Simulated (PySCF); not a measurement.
Species: C₄H₄N₂.
Atom-mapped SMILES: `[N:1]#[C:2][CH2:3][C@H:4]1[CH:5]=[N:6]1`

NICS = −σ at a ghost point: NICS(0) at the centroid of the ring atoms, NICS(1) 1 Å to either side along the normal of their mean plane, zz for the tensor component along that normal. Level: GIAO PBE0/pcSseg-1 (PySCF, non-relativistic, gas phase) on the GFN2-xTB geometry, one conformer.

Ring bond lengths (Å), with Mayer bond orders in brackets: C4–C5 1.452 (0.96), C5–N6 1.253 (1.82), N6–C4 1.496 (0.95).

Task: What do the NICS probes read (ppm)?

Result: 
| ring | type | NICS(0) | NICS(1), two faces | NICS(1)zz, two faces | rms pucker (Å) | centre to ring atoms, mean (Å) |
| --- | --- | --- | --- | --- | --- | --- |
| C4–C5–N6 | 3-membered ring with N; formal bonds 1 double, 2 single | -29.6 | -9.2 / -8.7 | -20.6 / -17.8 | 0.00 | 0.81 |

Task: What do they say, and how far can they be read as aromaticity?

Result: 
- C4–C5–N6: mean NICS(1)zz -19.2 ppm, shielded. C4 has four or more neighbours, and the NICS criterion for π rings isn't applied. NICS(0) lies 21 ppm below the mean NICS(1).

Task: What field does 11.7 T along the ring normal induce along that normal at the first NICS(1) probe listed for ring C4–C5–N6, 1 Å off the ring?

Result: NICSzz × B0 = -20.6 ppm × 11.7 T = -241 μT, against the applied field.

Task: Give the inner angles of the rings and the Hirshfeld charges of the ring atoms.

Result: 
- C4–C5–N6: C4 50.3° (-0.007 e), C5 66.7° (+0.061 e), N6 63.1° (-0.145 e); sum 180.0° against 180° for a flat convex ring.

Task: What are the shieldings of the ring atoms and their hydrogens in the same run (means over atoms taken as equivalent)?

Result: 
```csv
atoms,environment,σ isotropic (ppm)
C4,sp3 carbon bound to nitrogen,162.0
C5,C=N carbon,6.7
N6,C=N nitrogen,-93.2
H on C4,methine hydrogen,29.91
H on C5,hydrogen on a C=N carbon,20.97
```

The values belong to the conformer `[N:1]#[C:2][CH2:3][C@H:4]1[CH:5]=[N:6]1`: C2–C3–C4–C5 86°.
